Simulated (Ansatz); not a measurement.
Geometry optimisation, RKS BLYP-D4/def2-SVP (Ansatz 0.2.0).

The input (input.yaml):

```yaml
crystal:
  periodic: [false, false, false]
  atoms:
    - { symbol: Si, position_ang: [0.0, 0.0, 0.0] }
    - { symbol: O, position_ang: [1.0382, 0.0, 1.5673] }
    - { symbol: Si, position_ang: [-0.2765, -0.4067, 2.5309] }
    - { symbol: H, position_ang: [-1.2008, -1.2403, 1.7677] }
    - { symbol: H, position_ang: [0.1876, -1.1432, 3.7029] }
    - { symbol: H, position_ang: [-0.9605, 0.8095, 2.9606] }
    - { symbol: H, position_ang: [1.629, 0.0, 0.3193] }
    - { symbol: H, position_ang: [-0.6877, 1.1914, -0.4862] }
    - { symbol: H, position_ang: [-0.6877, -1.1914, -0.4862] }
basis:
  gaussian: { orbitals: def2-SVP }
hamiltonian:
  xc: blyp
  dispersion: d4
relax:
  f_tol: 0.15
  max_steps: 25
  restrain:
    - { distance: [1, 6], at: 2.21, k: 30.0 }
    - { distance: [0, 1], at: 1.68, k: 30.0 }
    - { distance: [0, 6], at: 1.46, k: 30.0 }
```

Command:

```bash
$ ansatz run input.yaml --threads 1 --pin off --max-ram 2048MiB --backend cpu --events-out ev --progress --plain --runs-dir out
```

Where does it end, and by what steps?

It converged. The restraints hold the end off the free minimum. After 7 steps the energy has fallen by 4.276 eV (the restraints' own energy left out); H4 moved furthest, 0.81 Å.

```tsv
step	energy less start (eV)	largest force component (eV/Å)	accepted
0	0.0000	4.457	yes
1	-1.4734	3.663	yes
2	-2.3888	2.877	yes
3	-3.3060	1.532	yes
4	-4.0293	1.240	yes
5	-4.1757	1.185	yes
6	-4.2476	1.139	yes
7	-4.2763	1.086	yes
```

```xyz
9
Properties=species:S:1:pos:R:3
Si 0.341 0.044 -0.190
O 0.474 -0.177 1.460
Si -0.500 -0.467 2.796
H -1.593 -1.439 2.446
H 0.351 -1.044 3.883
H -1.124 0.809 3.284
H 1.787 0.093 -0.355
H -0.367 1.312 -0.568
H -0.327 -1.111 -0.880
```

The run took 30 s on 1 thread of Arm Neoverse N1, with other jobs on the host, peak memory 0.14 GiB.
